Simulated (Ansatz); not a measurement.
Two isomers of C3H6FNO: A = `C/N=C(\F)OC`, B = `C=C(N)OCF`.

Gas-phase electronic energies from Ansatz, PBE0-D4/def2-TZVP geometries. CCSD(T)/CBS adds triple-zeta CCSD(T) − MP2 to the extrapolated MP2 energy (def2 sets, frozen cores). Functionals use def2-TZVPP. B3LYP here is the variant with VWN-RPA as its local correlation; programs differ in this. One conformer a species, not always the lowest.

Which isomer does CCSD(T)/CBS put lower? Give the gap. (An estimate is asked.)

The calculation gave: A, by 18.9 kJ/mol.

Give E(B) − E(A) in kJ/mol with MP2/def2-TZVPP, B3LYP-D4, PBE0-D4, B2PLYP, PBE-D4, CCSD/def2-TZVPP, r2SCAN-D4. (Best estimate.)

Ansatz gave: MP2/def2-TZVPP 24.5, B3LYP-D4 23.3, PBE0-D4 24.7, B2PLYP 25.7, PBE-D4 25.9, CCSD/def2-TZVPP 22.9, r2SCAN-D4 27.5. None reverses the order clearly.

Does the order hold for the free energy at 298.15 K (harmonic terms from PBE0-D4)? (An estimate is asked.)

Computed: Yes: G(B) − G(A) = +20.6 kJ/mol, for one conformer each. Modes under 60 cm⁻¹, often nearly free rotors, make the harmonic entropy too high.

Largest T1 diagnostic: 0.012.

In def2-TZVPP, CCSD(T) changes the Hartree–Fock value by −5.0 kJ/mol (the triples alone add +0.6 kJ/mol) and MP2 by −4.0 kJ/mol. At CCSD(T), def2-SVP lies +20.0 kJ/mol from the extrapolated value and def2-TZVPP +4.6 kJ/mol.
